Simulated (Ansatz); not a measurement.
# P–CH–P⁺, triplet in cc-pVDZ: errors against UCCSDT(Q)

Geometry: that of the P–CH–P, quartet, kept fixed.

| atom | x (Å) | y (Å) | z (Å) |
| --- | --- | --- | --- |
| P | 0.0000 | -0.1426 | 1.5476 |
| C | 0.0000 | 0.5938 | 0.0000 |
| P | 0.0000 | -0.1426 | -1.5476 |
| H | 0.0000 | 1.6910 | 0.0000 |

Basis cc-pVDZ; Ansatz 0.2.0. Only valence electrons are correlated (noble-gas cores frozen), which leaves 14 electrons in 44 orbitals. R marks a restricted (for open shells ROHF) determinant, U an unrestricted one. Active spaces: valence = (10e, 11o, short of the full valence) chosen from the atoms' valence shells.

Full CI isn't at hand for all of this; UCCSDT(Q) serves as the reference, and is uncertain by about the last step of the cluster series. The frozen core follows each run's orbitals, which can shift R against U totals by a few meV.

For open shells CISD is restricted-active-space CI with the open shells as a complete middle space.

- UHF ⟨S²⟩: 2.040
- T1 diagnostic (RCCSD): 0.0244
- largest doubles amplitude (RCCSD): 0.097
- T1 diagnostic (UCCSD): 0.0210

```json
{"level": "RHF", "E − E(UCCSDT(Q)) (meV)": "9788", "share of correlation (%)": "0.00", "wall time": "–"}
{"level": "UHF", "E − E(UCCSDT(Q)) (meV)": "9516", "share of correlation (%)": "2.78", "wall time": "–"}
{"level": "RMP2", "E − E(UCCSDT(Q)) (meV)": "1535", "share of correlation (%)": "84.31", "wall time": "–"}
{"level": "UMP2", "E − E(UCCSDT(Q)) (meV)": "1574", "share of correlation (%)": "83.92", "wall time": "–"}
{"level": "CISD", "E − E(UCCSDT(Q)) (meV)": "1588", "share of correlation (%)": "83.78", "wall time": "12 s"}
{"level": "RCCSD", "E − E(UCCSDT(Q)) (meV)": "528", "share of correlation (%)": "94.60", "wall time": "–"}
{"level": "UCCSD", "E − E(UCCSDT(Q)) (meV)": "521", "share of correlation (%)": "94.67", "wall time": "–"}
{"level": "RCCSD(T)", "E − E(UCCSDT(Q)) (meV)": "90", "share of correlation (%)": "99.08", "wall time": "17 s"}
{"level": "UCCSD(T)", "E − E(UCCSDT(Q)) (meV)": "93", "share of correlation (%)": "99.05", "wall time": "23 s"}
{"level": "BCCD(T)", "E − E(UCCSDT(Q)) (meV)": "87", "share of correlation (%)": "99.11", "wall time": "17 s"}
{"level": "RCCSDT", "E − E(UCCSDT(Q)) (meV)": "43", "share of correlation (%)": "99.56", "wall time": "–"}
{"level": "UCCSDT", "E − E(UCCSDT(Q)) (meV)": "43", "share of correlation (%)": "99.57", "wall time": "–"}
{"level": "RCCSDT(Q)", "E − E(UCCSDT(Q)) (meV)": "3", "share of correlation (%)": "99.97", "wall time": "2.1 min"}
{"level": "CASSCF (valence space)", "E − E(UCCSDT(Q)) (meV)": "6625", "share of correlation (%)": "32.32", "wall time": "–"}
{"level": "NEVPT2 (valence space)", "E − E(UCCSDT(Q)) (meV)": "1623", "share of correlation (%)": "83.42", "wall time": "19 s"}
{"level": "MRCISD (valence space)", "E − E(UCCSDT(Q)) (meV)": "738", "share of correlation (%)": "92.46", "wall time": "–"}
{"level": "MRCISD+Q (valence space)", "E − E(UCCSDT(Q)) (meV)": "55", "share of correlation (%)": "99.44", "wall time": "27 s"}
```

The correlation energy at UCCSDT(Q), counted from RHF, is -9.788 eV. That run took 2 min on 1 thread of Arm Neoverse V1, shared host.

Times hold each run's SCF and search for its determinant on a shared host, so for small cases they say little of a method's own cost; they ran on 1 thread of Arm Neoverse V1.

Natural occupations of CASSCF (valence space) about the gap: 1.971 1.967 1.894 1.005 1.001 0.072 0.037 0.028 0.024 0.021; effectively unpaired electrons, Σ n²(2−n)², 2.08.
